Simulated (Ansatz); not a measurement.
## HSiAl, triplet: reading a ladder of total energies

Geometry: a point of a breathe scan, not a stationary point.

```yaml
atoms:
  - { symbol: Si, position_ang: [0.0000, -0.0314, 1.0186] }
  - { symbol: Al, position_ang: [0.0000, -0.0103, -1.0705] }
  - { symbol: H, position_ang: [0.0000, 1.1517, 0.2757] }
```

Basis cc-pVDZ; Ansatz 0.2.0. Correlated methods freeze the noble-gas cores, which leaves 8 electrons in 31 orbitals. R marks a restricted (for open shells ROHF) determinant, U an unrestricted one.

Full CI isn't at hand for all of this; UCCSDT(Q) serves as the reference, and is uncertain by about the last step of the cluster series.

Runs differ by some tens of microhartree through their thresholds and, for an open shell, their frozen cores, so steps under 0.03 kcal/mol mean nothing.

```tsv
level	total energy (hartree)
UHF	-531.317960
UMP2	-531.438306
UCCSD	-531.470884
UCCSD(T)	-531.477245
UCCSDT	-531.478703
UCCSDT(Q)	-531.479128
```

Question: What is the correlation energy at UCCSDT(Q), and what share of it do UMP2 and UCCSD recover?

Answer: E(corr) = -531.479128 − (-531.317960) = -0.161168 hartree = -4.386 eV. UMP2: -0.120346 / -0.161168 = 74.67 %. UCCSD: -0.152924 / -0.161168 = 94.88 %.

Question: By how many kcal/mol does UCCSD(T) miss UCCSDT(Q) (1 hartree = 627.509 kcal/mol), and which steps make up the rest?

Answer: -531.477245 − (-531.479128) = 0.001883 hartree = 1.18 kcal/mol. Steps: UCCSDT − UCCSD(T) = -0.91, UCCSDT(Q) − UCCSDT = -0.27 kcal/mol. Differences between like states or geometries often cancel part of this.
